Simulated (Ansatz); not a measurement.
**Band gap of some III–V compounds**

Method: PBE+SOC (Ansatz, a program for electronic structure; the runs differ in potentials, basis or settings). References are measured gaps from which a computed or estimated zero-point shift was taken out, by their sources or here, so that they lie as a rule above the printed measurements. The table is a random draw of 8 from 11 solids with such references.

Values in eV.

| solid | reference | PBE+SOC | error (eV) |
|---|---|---|---|
| zinc-blende BP | 2.2 (2.20–2.50) | 1.24 | -0.96 |
| zinc-blende InAs | 0.44† | 0.00 | -0.44 |
| zinc-blende InP | 1.47 | 0.67 | -0.80 |
| wurtzite AlN | 6.51 | 4.19 | -2.32 |
| zinc-blende GaAs | 1.57 | 0.41 | -1.16 |
| zinc-blende AlAs | 2.28 | 1.35 | -0.93 |
| zinc-blende GaP | 2.43 | 1.57 | -0.86 |
| zinc-blende InSb | 0.26† | 0.00 | -0.26 |

Over these 8 solids the mean error is -0.97 eV, the mean absolute error 0.97 eV (median 0.89 eV), and the worst case wurtzite AlN at -2.32 eV; the value is too low in 8 of 8 cases. Over all 11 the mean error is -1.03 eV and the mean absolute error 1.03 eV (median 0.93 eV).

† marks references with one source in our tables, § those from which another value on file, of any temperature, differs by over 15 %.

Brackets give the range of our sources, which can hold other temperatures.

Differences are worked out from the printed values.

Density-functional gaps are differences of (generalised) Kohn–Sham levels of a static lattice; semilocal ones lie below quasiparticle gaps as a rule. Measured gaps hold zero-point and thermal shifts unless a correction is named.

Cells: PBE+SOC at the measured cell. Caveats: for solids of elements lighter than gallium the value without spin–orbit coupling stands in (zinc-blende BP, wurtzite AlN). Ansatz's density-functional and Hartree–Fock values are scalar-relativistic unless marked +SOC, with PAW data made under PBE.

A closed gap counts as zero, however far the bands overlap: PBE+SOC: zinc-blende InAs, zinc-blende InSb.

Not in this set, of the III–V compounds with a reference value in our tables and a result at some level: 2 for a reference of another kind, counted apart (zinc-blende AlN, cubic BN); 1 for sources at odds (zinc-blende BAs); 1 for a doubt noted on the run at PBE+SOC (zinc-blende GaN). These can be a level's worst cases. At least 3 more with a reference value are held back for tests. Without +SOC, gaps count where the solid holds none of Ge, As, Se, Br, Sn, Sb, Te, I or the elements past barium, or holds Ge, As, Se or Br with a gap over 4 eV. Layered and molecular crystals are counted apart.

References as tabulated in, or derived from, Chen et al. (2018), doi:10.1103/physrevmaterials.2.073803; arXiv:2302.06325; X. Ren, F. Merz, H. Jiang et al., All-electron periodic G0W0 implementation …; Feneberg et al. (2010), doi:10.1103/physrevb.82.075208.
